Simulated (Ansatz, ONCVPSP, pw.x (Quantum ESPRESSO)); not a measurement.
# W (bcc): variants of one ONCV potential in the solid

```
Element                 : tungsten (W)
Generator               : ONCVPSP 4.0.1.1 (patched build)
Type                    : optimised norm-conserving Vanderbilt (ONCV)
Functional              : PBE
Relativity              : scalar-relativistic
Frozen core             : [Xe] 4f14
Valence charge          : 6
Reference configuration : 5d4 6s2
Partial waves           : 6s: rc 2.85 bohr, ncon 4, nbas 7, qcut 2.4 1/bohr, 2 projectors, debl 3.3 Ha; p scattering state at 0.13 Ha: rc 2.45 bohr, ncon 4, nbas 7, qcut 2.9 1/bohr, 2 projectors, debl 2.7 Ha; 5d: rc 2.80 bohr, ncon 4, nbas 9, qcut 5 1/bohr, 2 projectors, debl 1.7 Ha
Local potential         : polynomial inside 1.65 bohr (lpopt 5, dvloc0 2 Ha)
Core correction         : Teter function, fcfact 4, rcfact 1.05
```

Crystal test: bcc W in pw.x 7.5, no spin, 14³ k-points, Fermi–Dirac smearing 0.01 Ry, cutoffs set for each file from its atomic test. The reference is all-electron LAPW (Ansatz 0.2.0) with the same functional, mesh and smearing; V0 and B0 come from Birch–Murnaghan fits to the pressures at five volumes. Errors are pseudo minus all-electron; Δ is the rms difference of the E(V) curves that follow from these fits, minima aligned, over ±6 % about the mean V0. Mesh and smearing are coarse, so the numbers serve the comparison and aren't converged zero-temperature values; the lattice is a test structure that the element need not adopt.

All-electron: a0 = 3.184 Å (V0 = 16.15 Å³/atom), B0 = 300.6 GPa.

Base: The largest radius (2.85 bohr) exceeds half the bond length (2.60 bohr), so the spheres overlap, which is one possible source of error among others. This is a poor potential for the solid. The generator flags a localised state at positive energy (s at 37 eV).

1 further variants are left out: they gave no file fit for a test, a broken result, the same result as the base, or pressures whose basis-set error rivals the error shown.

```csv
change,cutoffs (Ry),pw.x,a0 (Å),a0 error (%),B0 error (%),Δ (meV/atom),mean pressure error (GPa)
base,50/200,converged,3.157,-0.85,-2.7,26.9,-7.31
s: qcut 2; p: qcut 2.4; d: qcut 4.2,55/220,converged,3.151,-1.04,-2.5,32.6,-8.81
d: qcut 7.3,50/200,converged,3.162,-0.71,-2.1,22.6,-6.19
"local potential polynomial inside 1.66 bohr (lpopt 5, dvloc0 2 Ha)",50/200,converged,3.158,-0.84,-2.7,26.6,-7.23
```

Problem. Give the row for: core [Kr] 4d10 4f14, valence charge 14; reference 5s2 5p6 5d4 6s2; waves now 5s+6s: rc 1.60 bohr, ncon 3, nbas 7, qcut 8.9 1/bohr, 2 projectors; 5p: rc 2.00 bohr, ncon 5, nbas 9, qcut 8.8 1/bohr, 2 projectors, debl 1.7 Ha; 5d: rc 2.40 bohr, ncon 4, nbas 9, qcut 7.5 1/bohr, 2 projectors, debl 2.2 Ha; local potential polynomial inside 1.45 bohr (lpopt 5, dvloc0 -1 Ha).

Solution. pw.x: converged; mean pressure error (GPa): -3.20; a0 (Å): 3.173; a0 error (%): -0.36; B0 error (%): +0.1; Δ (meV/atom): 11.4.
